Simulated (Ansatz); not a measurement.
**The cluster SnBr2: structure and electronic state**

What does the cluster SnBr2 look like as a singlet, and where do its frontier electrons sit?

Program: Ansatz 0.2.0, Gaussian basis. Level of theory: RKS PBE0-D4/def2-TZVP. These are calculated values, not measurements.

Plan: relaxation at r2SCAN-D4/def2-TZVP; a search for the lowest solution at PBE0-D4/def2-SVP; a single point at PBE0-D4/def2-TZVP; harmonic vibrations at r2SCAN-D4/def2-TZVP.

## Step 1: The starting structure

3 atoms, charge 0, spin multiplicity 1.

Atoms are counted from 1 here; the program's logs count them from 0.

Bond lengths: Sn1–Br2 2.546 Å, Sn1–Br3 2.545 Å. Angles: Br2–Sn1–Br3 100.4°.

Sn takes a core potential in the def2 sets. No spin-orbit coupling is included.

The start is a GFN2-xTB geometry.

## Step 2: Optimising with r2SCAN-D4/def2-TZVP

in.yaml

```yaml
crystal:
  periodic: [false, false, false]
  atoms:
    - {symbol: Sn, position_ang: [-0.491020, 0.443300, 0.861130]}
    - {symbol: Br, position_ang: [0.278250, -1.953400, 0.478880]}
    - {symbol: Br, position_ang: [0.212770, 1.510090, -1.340010]}
basis:
  gaussian: {orbitals: def2-TZVP}
hamiltonian: {xc: r2scan, dispersion: d4}
scf: {lower_state_search: "off"}
output: {orbitals: {seedname: orbitals}}
relax: {f_tol: 0.02, max_steps: 100}
```

Run with:

```bash
$ ansatz run in.yaml --threads 4 --pin off --events-out ev --progress --plain --max-ram 3916MiB
```

The runs that follow: Searching for the lowest solution, PBE0-D4/def2-SVP; Single point, PBE0-D4/def2-TZVP; Harmonic vibrations.

**Question.** What will the summary of the whole plan be? Wanted: point group; commonest bond; HOMO, LUMO at PBE0-D4/def2-TZVP; dipole at r2SCAN-D4/def2-TZVP; lowest, highest wavenumber.

The runs gave:

| quantity | value |
| --- | --- |
| point group | C2v |
| commonest bond | Br–Sn, 2 of mean length 2.523 Å |
| HOMO, LUMO at PBE0-D4/def2-TZVP | -7.73, -3.23 eV |
| dipole at r2SCAN-D4/def2-TZVP | 2.92 D |
| lowest, highest wavenumber | 80, 245 cm⁻¹ |

**Reading.** The molecule keeps its bonding pattern by the stored test; the atoms moved 0.03 Å (rms). All wavenumbers are real: a minimum at this level. The HOMO lies nearest to Sn1 37 %; Br2, Br3 about 32 % each and the LUMO to Sn1 82 %; Br2, Br3 about 9 % each. Whether this spin is the lowest isn't tested here.
